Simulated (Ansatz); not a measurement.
**K2Ge: from a trial structure to a relaxed crystal**

Theory: DFT PBE, scalar-relativistic, plane waves, PAW (Ansatz).

K2Ge was placed on the anti-quartz structure type (P3_221, No. 154), with Ge in place of Si, K in place of O, at a guessed volume.

Input of the last, converged step (default PAW datasets):

```yaml
crystal:
  lattice:
    - [10.6697417761, 0.0, 0.0]
    - [-5.334870888, 9.2402674299, 0.0]
    - [0.0, 0.0, 4.5118954826]
  atoms:
    - { symbol: K, position: [0.3938499413, 0.2048854705, 0.2171547567] }
    - { symbol: K, position: [0.7951145295, 0.1889644708, 0.8838214233] }
    - { symbol: K, position: [0.8110355292, 0.6061500587, 0.55048809] }
    - { symbol: K, position: [0.2048854705, 0.3938499413, 0.7828452433] }
    - { symbol: K, position: [0.1889644708, 0.7951145295, 0.1161785767] }
    - { symbol: K, position: [0.6061500587, 0.8110355292, 0.44951191] }
    - { symbol: Ge, position: [0.1093670295, 0.0, 0.6666666667] }
    - { symbol: Ge, position: [0.0, 0.1093670295, 0.3333333333] }
    - { symbol: Ge, position: [0.8906329705, 0.8906329705, 0.0] }
basis:
  ecutwfc: 420
kpoints:
  mp_grid: { grid: [6, 6, 8] }
hamiltonian:
  xc: pbe
scf:
  occupations: { method: gaussian, width: 0.1 }
output:
  forces: true
  stress: true
  eigenvalues: true
relax:
  adjacent_minimum: "off"
  f_tol: 0.01
  max_steps: 80
  cell: { stress_tol: 0.05 }
```

Launched as:

```bash
ansatz run input.yaml --threads 1 --pin off --max-ram 2560MiB --backend cpu --events-out ev --progress --plain --runs-dir out
```

It took 5.8 min on 1 thread of Arm Neoverse V2, with other jobs on the host, peak memory 1.1 GiB.

The program printed at the end:

```
SCF converged after 6 iterations
Free energy (F): -22111.719374 eV
Harris-Foulkes:  -22111.719374 eV  (|F-HF|=5.46e-11)
Internal energy: -22111.694616 eV  (E = F + TS)
E sigma→0 (E₀):  -22111.706995 eV
Entropy (-TS):   -0.024758 eV (-2.751 meV/atom)
Fermi energy:    3.174259 eV
--- Per-component energies (eV) ---
  E_band       = -1416.129860
  E_kinetic    = 1848.199240
  E_local      = -17063.233781  (includes V_loc(G=0)·N_el)
  E_nonlocal   = 1326.187285
  E_hartree    = 7373.729226
  E_xc         = -1030.948350
  E_vxc        = -1173.961376  (∫ρ·V_xc dr)
  E_paw        = -10744.348656  (= ΣΔE_a)
  E_vpaw       = -1100.781015  (= ΣTr[D̂ρ^β])
  E_aug_tail   = 0.000927  (compensation charges beyond the density's cutoff)
  E_ewald      = -3821.280508
  E_smearing   = -0.024758  (= −TS)
  E_closure    =  0.000000  (closes the sum)
  Σ components = -22111.719374   (vs F -22111.719374, Δ=0.00e0)
--- Forces (eV/Å), atoms counted from 1 ---
  atom   1  K      0.00289459    -0.00350010     0.00551202
  atom   2  K      0.00158388     0.00425684     0.00551202
  atom   3  K     -0.00447847    -0.00075674     0.00551202
  atom   4  K     -0.00447847     0.00075674    -0.00551202
  atom   5  K      0.00289459     0.00350010    -0.00551202
  atom   6  K      0.00158388    -0.00425684    -0.00551202
  atom   7  Ge    -0.00244652     0.00000000     0.00000000
  atom   8  Ge     0.00122326    -0.00211875     0.00000000
  atom   9  Ge     0.00122326     0.00211875     0.00000000
  max |Σ_I F_I| component: 2.78e-17 eV/Å
--- Stress (GPa, compression-positive) ---
        0.002999       0.000000       0.000000
        0.000000       0.002999       0.000000
        0.000000       0.000000      -0.005108
  P = ⅓ Tr σ = 0.0003 GPa (0.003 kbar)
--- Relaxed structure (2 steps of the walk, 2 accepted, 1 SCFs on fresh bases) ---
  F+E_penalty+E_count = -22111.71937384 eV   max|allowed force component| = 5.512e-3 eV/Å   (the final SCF, on the basis selected at the relaxed cell)
  cell:  # Å, volume = 445.1564 Å³
    - [10.677220, 0.000000, 0.000000]
    - [-5.338610, 9.246744, 0.000000]
    - [0.000000, 0.000000, 4.508848]
  atoms:
    - { symbol: K, position: [0.393521, 0.204573, 0.217674] }
    - { symbol: K, position: [0.795427, 0.188949, 0.884341] }
    - { symbol: K, position: [0.811051, 0.606479, 0.551008] }
    - { symbol: K, position: [0.204573, 0.393521, 0.782326] }
    - { symbol: K, position: [0.188949, 0.795427, 0.115659] }
    - { symbol: K, position: [0.606479, 0.811051, 0.448992] }
    - { symbol: Ge, position: [0.108985, 0.000000, 0.666667] }
    - { symbol: Ge, position: [0.000000, 0.108985, 0.333333] }
    - { symbol: Ge, position: [0.891015, 0.891015, 0.000000] }
```

Absolute energies hang on the potentials; compare differences alone.

The result has space group P3_221 (No. 154). K is coordinated by 1 Ge at 3.39 Å, 2 Ge at 3.68–3.83 Å and 1 K at 3.81 Å (next K at 4.01 Å); Ge is coordinated by 2 Ge at 2.51 Å.

Against the elements it lies at -0.01 eV/atom. The zero of energy is the elements' standard structures at the same level; no fitted shifts are applied.

For metals, differences of a few meV/atom aren't resolved.

A structure relaxed within its symmetry needn't be a true minimum.